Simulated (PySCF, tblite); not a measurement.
# P₂H₂: changes of charge, electronic excitations, EPR parameters, part 2 of 2

tblite 0.8.0 and PySCF 2.14.0. Atoms count from 0. The steps go on from the part before.

### Step 16. Changes of charge: wB97X-D3(BJ)/ma-def2-TZVP

This step combines the energies above: geometries from PBE0-D3(BJ)/ma-def2-SVP, zero-point and thermal terms from PBE0-D3(BJ)/ma-def2-SVP.

What the job is given:

```
{"job": {"kind": "rx", "dirs": [-1], "geom": {"xc": "PBE0", "basis": "ma-def2-SVP", "d3": "d3bj", "grid": 1}, "hess": 1, "level": {"xc": "wB97X", "basis": "ma-def2-TZVP", "d3": "d3bj", "solvents": ["dichloromethane"]}}, "charge": 0, "multiplicity": 1}
P     -1.020271     0.700081     0.016022
P      1.018494     0.717787     0.005825
H     -1.246900    -0.714719    -0.027598
H      1.269072    -0.692920    -0.040083
```

Output (the driver's rows laid out field by field):

```text
ionisation and electron attachment, wB97X-D3(BJ)/ma-def2-TZVP // PBE0-D3(BJ)/ma-def2-SVP

row 1
  change                  reduction
  charge                  -1
  multiplicity            2
  vertical_ev             1.1052
  vertical_s2             0.759
  formula                 H2P2
  smiles                  [PH][PH-]
  kept                    yes
  pieces                  1
  point_group             C2v
  adiabatic_electronic_ev 1.1658
  adiabatic_ev            1.2127
  free_energy_ev          1.2416
  s2                      0.76
  bonds_moved             0 1 2.039 2.16; 0 2 1.434 1.439; 1 3 1.434 1.439
  spin_on                 0 P 0.51; 1 P 0.51
  charge_moved            1 P -0.451; 0 P -0.451
  vertical_back_ev        1.4112
  relaxation_parent_ev    0.2455
  relaxation_ion_ev       0.0606
  reorganisation_ev       0.3061
  solution                solvent dichloromethane, absolute_potential_v 3.3247, solvation_parent_kj -4.66, solvation_ion_kj -205.65
```

Run time: 70 s. Hardware: 1 thread of Arm Neoverse N1, shared host.

Energy taken up on oxidation, or given off on reduction (eV; adiabatic with zero-point energy):

```tsv
change	product	vertical	adiabatic	free energy	reorganisation	⟨S²⟩
reduction (multiplicity 2)	[PH][PH-]	1.11	1.21	1.24	0.31	0.76
```

On reduction to multiplicity 2 charge changes most on P1 (-0.45 e), P0 (-0.45 e); the spin sits on P0 (0.51), P1 (0.51); the bond P0–P1 goes from 2.039 to 2.160 Å; the absolute potential is 3.32 V in dichloromethane.

### Step 17. Electronic excitations: TDDFT CAM-B3LYP/def2-SVPD

What the job is given:

```
{"job": {"kind": "uv", "xc": "CAM-B3LYP", "basis": "def2-SVPD", "nstates": 6, "ntriplets": 0}, "charge": 0, "multiplicity": 1}
P     -1.020271     0.700081     0.016022
P      1.018494     0.717787     0.005825
H     -1.246900    -0.714719    -0.027598
H      1.269072    -0.692920    -0.040083
```

Method: TDDFT CAM-B3LYP/def2-SVPD, vertical, gas phase, core orbitals frozen in the response.

What it wrote:

```text
coarse grid: 4488 points
cycle   1  E = -683.5902896043  dE = -7.597e-02  |g| = 9.332e-02  |ddm| = 2.058e+00
cycle   2  E = -683.5941251929  dE = -3.836e-03  |g| = 4.202e-02  |ddm| = 2.145e-01
cycle   3  E = -683.5948507581  dE = -7.256e-04  |g| = 1.045e-02  |ddm| = 8.618e-02
cycle   4  E = -683.5949125020  dE = -6.174e-05  |g| = 2.882e-03  |ddm| = 2.385e-02
cycle   5  E = -683.5949160645  dE = -3.562e-06  |g| = 5.726e-04  |ddm| = 6.271e-03
final grid: 34600 points
cycle   6  E = -683.6702495975  dE = -1.645e-06  |g| = 5.580e-04  |ddm| = 9.053e-03
cycle   7  E = -683.6702496714  dE = -7.387e-08  |g| = 3.699e-04  |ddm| = 1.853e-03
cycle   8  E = -683.6702497241  dE = -5.273e-08  |g| = 3.112e-05  |ddm| = 6.783e-04
cycle   9  E = -683.6702497247  dE = -5.899e-10  |g| = 1.127e-05  |ddm| = 9.766e-05
converged SCF energy = -683.6702497247

Static polarisability (au): isotropic 53.296, principal 39.150 46.842 73.896

Singlet excitations
state   eV       nm        f      main configurations
  1   3.7142    333.8   0.00000   H-2->L 0.99
  2   3.8566    321.5   0.00841   H-1->L 0.99
  3   4.5585    272.0   0.13044   H->L 0.93
  4   5.9643    207.9   0.00430   H->L+1 0.98
  5   6.7425    183.9   0.02860   H-2->L+1 0.95
  6   6.8929    179.9   0.00000   H-3->L 0.73, H->L+2 0.23
```

Wall time 2.3 s (1 thread of Arm Neoverse N1, shared host).

Frontier orbitals and where they lie:

```tsv
orbital	eV	atoms
HOMO−3	-12.86	P0 34 %, P1 34 %, H3 16 %
HOMO−2	-9.41	P1 47 %, P0 46 %
HOMO−1	-9.36	P0 37 %, P1 37 %, H2 13 %
HOMO	-8.88	P1 45 %, P0 45 %, H3 5 %
LUMO	-1.79	P1 45 %, P0 45 %, H2 5 %
LUMO+1	0.82	P1 33 %, P0 33 %, H3 17 %
LUMO+2	1.67	P1 38 %, P0 38 %, H2 12 %
```

With each of the 6 states as a Gaussian band of 0.4 eV half-width at 1/e, the curve within the window shown has maxima at 272 nm (ε 5,300), 184 nm (ε 1,200) L/(mol cm). Beyond the last state computed it falls off for lack of states. The curve at chosen wavelengths:

nm, ε (L/mol/cm) and a bar:
```
      172        326 ##
      181       1098 ######
      190        859 #####
      199        325 ##
      208        197 #
      217        117 #
      226         67 
      235        236 #
      244       1007 ######
      253       2621 ###############
      262       4439 #########################
      271       5292 ##############################
      280       4748 ###########################
      289       3413 ###################
      298       2108 ############
      307       1224 #######
      316        742 ####
      325        496 ###
      334        354 ##
      343        253 #
      352        173 #
      361        112 #
      370         68 
      379         39 
      388         22 
      397         11
```

Ground-state properties from the same run:

```tsv
property	computed
dipole moment (D)	1.11
polarisability (Å³)	7.90
HOMO–LUMO gap (eV)	7.09
−ε(HOMO) (eV)	8.88
```

### Step 18. EPR parameters (P2H2− (doublet), [PH][PH-]): UKS B3LYP, pcH-1 on H P

What the job is given:

```
{"job": {"kind": "epr", "basis": "pcH-1"}, "charge": -1, "multiplicity": 2}
P     -1.080244     0.698106     0.015032
P      1.079167     0.733641    -0.019683
H     -1.279854    -0.726831    -0.021904
H      1.324101    -0.684021    -0.063538
```

Method: UKS B3LYP, pcH-1 on H P, non-relativistic, mean-field spin-orbit, GIAO.

What it wrote:

```text
UKS, coarse grid
  cycle   1  E = -683.89876564  |g| = 2.09e-01
  cycle   2  E = -683.90577713  |g| = 1.71e-01
  cycle   3  E = -683.92659535  |g| = 4.16e-02
  cycle   4  E = -683.92724409  |g| = 4.26e-03
  cycle   5  E = -683.92725462  |g| = 1.92e-03
  cycle   6  E = -683.92725842  |g| = 2.48e-04
UKS, final grid
  cycle   1  E = -683.92727635  |g| = 1.51e-04
  cycle   2  E = -683.92727636  |g| = 1.17e-04
  cycle   3  E = -683.92727637  |g| = 2.01e-05
  cycle   4  E = -683.92727637  |g| = 1.82e-05
internal stability: stable
E = -683.92727637 Eh   <S^2> = 0.7530 (exact 0.7500)
g shifts (ppm)      1          2          3
  rmc          -168       -168       -168
  gc             -8         40         32
  oz_so          68       7866      22236
  total        -108       7738      22100
hyperfine (MHz)  atom isotope    a_iso     a_fc   dipolar eigenvalues
    0   31P      74.72      74.81   -174.88   -162.90    337.78
    1   31P      74.70      74.80   -174.87   -162.89    337.76
    2    1H     -18.44     -18.60     -8.52      1.15      7.36
    3    1H     -18.44     -18.60     -8.51      1.15      7.36
```

It took 13 s on 1 thread of Arm Neoverse N1, shared host.

Principal g values 2.00221, 2.01006, 2.02442; g(iso) = 2.01223, against 2.00232 for a free electron.

Hyperfine couplings; where a row names several nuclei, a(iso) is their mean (it holds for fast rotation or exchange) and the dipolar term the largest among them:

```tsv
nuclei	isotope	a(iso) (MHz)	a(iso) (G, at g = 2.0023)	largest dipolar term (MHz)
P0, P1	31P	74.7	26.7	337.8
H2, H3	1H	-18.4	-6.6	-8.5
```

Mulliken spin populations:

```tsv
atom	value (e)
P0	0.52
P1	0.52
H2	-0.02
H3	-0.02
```

In first order the couplings over 0.8 MHz of 31P, 1H give 9 distinct lines over 66.5 G, if the averaged nuclei exchange fast.

### Step 19. Spectra of the species

What the job is given:

```
{"job": {"kind": "rx", "dirs": [-1], "geom": {"xc": "PBE0", "basis": "ma-def2-SVP", "d3": "d3bj", "grid": 1}, "hess": 1, "level": {"xc": "wB97X", "basis": "ma-def2-TZVP", "d3": "d3bj", "solvents": ["dichloromethane"]}, "spectra": true}, "charge": 0, "multiplicity": 1}
P     -1.020271     0.700081     0.016022
P      1.018494     0.717787     0.005825
H     -1.246900    -0.714719    -0.027598
H      1.269072    -0.692920    -0.040083
```

What it wrote:

```text
uv P=P +0: TDDFT CAM-B3LYP/def2-SVPD, vertical, gas phase, core orbitals frozen in the response
epr [PH][PH-] -1: UKS B3LYP, pcH-1 on H P, non-relativistic, mean-field spin-orbit, GIAO
```

It took 16 s on 1 thread of Arm Neoverse N1, shared host.

This step only lists the spectra that were run on the species above.

### Step 20. Results

The summary covers parts 1 to 2.

| quantity | value |
| --- | --- |
| strongest single infrared mode (GFN2-xTB) | 2218 cm⁻¹, 292 km/mol |
| zero-point energy (GFN2-xTB) | 10.3 kcal/mol |
| point group | C2v |
| rotational constants (main isotopes) | 129.57, 7.48, 7.07 GHz |
| surface potential, 1st and 99th percentile | -0.49 V and 0.81 V |
| electron affinity (wB97X-D3(BJ)/ma-def2-TZVP) | vertical 1.11 eV, adiabatic 1.21 eV |
| lowest singlet (CAM-B3LYP/def2-SVPD) | 3.71 eV (334 nm), f = 0.000 |
| brightest single state of those computed | state 3, 4.56 eV, f = 0.130 |

No mode is imaginary among the 6: a minimum at this level. The strongest single mode, at 2218 cm⁻¹, moves mainly H3 and H2. GFN2-xTB is a fitted tight-binding method: band positions and strengths are rough. Its intensities can rank the bands wrongly. The optimisation took 3 steps and gained 0.022 eV; among the close pairs (by a distance rule), P1–H3 changed most, from 1.402 to 1.434 Å (PBE0/ma-def2-SVP). At wB97X/ma-def2-TZVP, counted by nearest atom on the grid, the HOMO lies on P0, P1 about 45 % each, the LUMO on P0, P1 about 42 % each; H2, H3 about 8 % each. At wB97X-D3(BJ)/ma-def2-TZVP, relaxation with the zero-point term after reduction moves the energy given off from 1.11 eV (vertical) to 1.21 eV (adiabatic, with zero-point energy). The first singlet state (HOMO−2→LUMO 0.99) lies at 3.71 eV and is dark; of the 6 states computed, the strongest absorption comes from state 3 at 4.56 eV.
